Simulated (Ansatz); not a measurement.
Input file:

```yaml
crystal:
  periodic: [false, false, false]
  atoms:
    - {symbol: Si, position_ang: [0.000000, -0.135595, 1.128508]}
    - {symbol: Si, position_ang: [0.000000, 0.135595, -1.128508]}
    - {symbol: H, position_ang: [0.000000, 1.273421, 1.682307]}
    - {symbol: H, position_ang: [0.000000, -1.273421, -1.682307]}
basis:
  gaussian: {orbitals: cc-pVTZ}
magnetization: {spin_polarized: true, initial_magnetization: 2}
correlation: {method: ccsd_t, electrons: outside_noble_gas}
output: {forces: true}
```

```sh
$ ansatz run in.yaml --threads 2 --pin off --events-out ev --progress --plain --max-ram 24576MiB --backend cuda --devices 0, --max-vram 18GiB
```

Output:

```
569 factors; integrals over basis functions are off by at most 1.1e-3 eV
mean field evaluation 1: about -15752.8895 eV, gradient 7.1e0 eV
mean field evaluation 2: about -15752.8942 eV, gradient 7.1e0 eV
mean field evaluation 4: about -15753.7080 eV, gradient 8.9e-1 eV
mean field evaluation 8: about -15753.7325 eV, gradient 1.2e-3 eV
mean field evaluation 16: about -15753.7244 eV, gradient 1.6e-1 eV
mean field evaluation 32: about -15752.9895 eV, gradient 3.5e0 eV
mean field evaluation 64: about -15751.7495 eV, gradient 7.6e-3 eV
mean field evaluation 96: about -15752.1791 eV, gradient 4.4e-2 eV
mean field evaluation 128: about -15750.7539 eV, gradient 3.8e-4 eV
mean field -15753.73249880 eV, -578.9389910674 hartree, gradient 3.6e-6 eV, S^2 2.066257; 8 other end points of the search recorded, 0 dependent functions left out
determinant -15753.73249880 eV, -578.9389910674 hartree, with singles and doubles -15760.14215366 eV, -579.1745415390 hartree
determinant -15752.17912644 eV, -578.8819056862 hartree, with singles and doubles -15758.59323873 eV, -579.1176199650 hartree
determinant -15751.74946471 eV, -578.8661159089 hartree, with singles and doubles -15758.30477496 eV, -579.1070191172 hartree
determinant -15750.75392725 eV, -578.8295305821 hartree, with singles and doubles -15757.82680230 eV, -579.0894539459 hartree
determinant -15750.62058082 eV, -578.8246301909 hartree, with singles and doubles -15757.58969510 eV, -579.0807404168 hartree
10 core orbitals not correlated: weight in the atoms' cores, before any rotation towards them, 1.000 or more for the frozen orbitals, at most 0.000 for the correlated occupied ones
reference -15753.73249880 eV, -578.9389910674 hartree; 6, 4 occupied and 80, 82 virtual orbitals, 569 factors
second order -5.21857187 eV of doubles, -0.00000000 eV of singles
cycle   1  -6.27346412 eV  change   -3.6e-1 eV  update   2.2e-2
cycle   2  -6.28380894 eV  change   -1.0e-2 eV  update   4.8e-3
cycle   3  -6.28480819 eV  change   -1.0e-3 eV  update   1.8e-3
cycle   4  -6.28574026 eV  change   -9.3e-4 eV  update   6.9e-4
cycle   5  -6.28597433 eV  change   -2.3e-4 eV  update   3.7e-4
cycle   6  -6.28613122 eV  change   -1.6e-4 eV  update   1.7e-4
cycle   7  -6.28618569 eV  change   -5.4e-5 eV  update   6.6e-5
cycle   8  -6.28617136 eV  change    1.4e-5 eV  update   2.4e-5
cycle   9  -6.28615821 eV  change    1.3e-5 eV  update   9.2e-6
cycle  10  -6.28615487 eV  change    3.3e-6 eV  update   3.4e-6
cycle  11  -6.28615470 eV  change    1.6e-7 eV  update   1.1e-6
cycle  12  -6.28615472 eV  change   -1.6e-8 eV  update   3.6e-7
cycle  13  -6.28615465 eV  change    7.3e-8 eV  update   1.1e-7
cycle  14  -6.28615464 eV  change    1.0e-8 eV  update   4.3e-8
perturbative correction -0.33032141 eV, -0.0121390877 hartree
the calculation of the forces begins
Total energy: -15760.34897484 eV, -579.1821420771 hartree
Atom 0 at     0.000000    -0.135595     1.128508 Å, force    -0.000000     0.017194     0.263721 eV/Å
Atom 1 at     0.000000     0.135595    -1.128508 Å, force    -0.000000    -0.017194    -0.263721 eV/Å
Atom 2 at     0.000000     1.273421     1.682307 Å, force     0.000000    -0.030201     0.003419 eV/Å
Atom 3 at     0.000000    -1.273421    -1.682307 Å, force     0.000000     0.030201    -0.003419 eV/Å
Dipole moment:     0.000000     0.000000     0.000000 e Å
```

Forces (eV/Å):
```
Si   0.000  0.017  0.264
Si   0.000 -0.017 -0.264
H    0.000 -0.030  0.003
H    0.000  0.030 -0.003
```

For the same geometry and basis UCCSDT(Q) lies 83.0 meV lower.

Ran on 2 threads of AMD EPYC 7R13 with a shared H100 80 GB, shared host: 8.5 s wall, 0.89 GiB peak host memory.
